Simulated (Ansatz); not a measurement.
Geometry optimisation, RHF/6-31G (Ansatz 0.2.0).

input.yaml

```yaml
crystal:
  periodic: [false, false, false]
  atoms:
    - { symbol: C, position_ang: [-1.5284, -1.4031, 0.2367] }
    - { symbol: C, position_ang: [-0.3745, -1.0486, -0.259] }
    - { symbol: O, position_ang: [0.0746, -1.7525, -1.3657] }
    - { symbol: C, position_ang: [0.6283, 0.0641, 0.2274] }
    - { symbol: C, position_ang: [-0.1377, 1.2571, 0.8353] }
    - { symbol: "N", position_ang: [1.3791, 0.5004, -0.9204] }
    - { symbol: H, position_ang: [-2.124, -2.1599, -0.222] }
    - { symbol: H, position_ang: [-1.9802, -0.8267, 1.0625] }
    - { symbol: H, position_ang: [0.9257, -1.2456, -1.5644] }
    - { symbol: H, position_ang: [1.2353, -0.3865, 0.994] }
    - { symbol: H, position_ang: [0.5796, 2.0368, 1.1442] }
    - { symbol: H, position_ang: [-0.6496, 0.9952, 1.7879] }
    - { symbol: H, position_ang: [-0.9143, 1.7399, 0.1495] }
    - { symbol: H, position_ang: [2.0735, 1.132, -0.5547] }
    - { symbol: H, position_ang: [0.7907, 1.0466, -1.5221] }
basis:
  gaussian: { orbitals: "6-31G" }
hamiltonian:
  xc: hf
relax:
  f_tol: 0.02
  max_steps: 40
scf:
  lower_state_search: "off"
output:
  orbitals: {}
```

Launched with:

```bash
$ ansatz run input.yaml --threads 1 --pin off --max-ram 2048MiB --backend cpu --events-out ev --progress --plain --runs-dir out
```

**Question.** Where does it end, and by what steps?

**Answer.** It converged. Limits of this set-up: no polarisation functions. After 9 steps the energy has fallen by 0.700 eV; O3 moved furthest, 0.38 Å.

| step | energy less start (eV) | largest force component (eV/Å) | accepted |
| --- | --- | --- | --- |
| 0 | 0.0000 | 3.663 | yes |
| 1 | -0.5031 | 1.561 | yes |
| 2 | -0.6122 | 0.992 | yes |
| 3 | -0.6413 | 1.257 | yes |
| 4 | -0.6517 | 1.954 | yes |
| 5 | -0.6646 | 0.475 | yes |
| 6 | -0.6964 | 0.182 | yes |
| 7 | -0.6995 | 0.073 | yes |
| 8 | -0.7000 | 0.023 | yes |
| 9 | -0.7001 | 0.012 | yes |

```xyz
15
Properties=species:S:1:pos:R:3
C -1.585 -1.258 0.140
C -0.341 -1.021 -0.237
O 0.294 -1.895 -1.091
C 0.551 0.121 0.207
C -0.170 1.226 0.978
N 1.268 0.606 -0.979
H -2.102 -2.118 -0.233
H -2.103 -0.623 0.826
H 1.028 -1.467 -1.528
H 1.310 -0.313 0.852
H 0.535 2.001 1.252
H -0.619 0.848 1.888
H -0.951 1.674 0.374
H 2.151 1.031 -0.802
H 0.713 1.137 -1.618
```

The run took 24 s on 1 thread of Arm Neoverse V1, with other jobs on the host, peak memory 0.15 GiB.
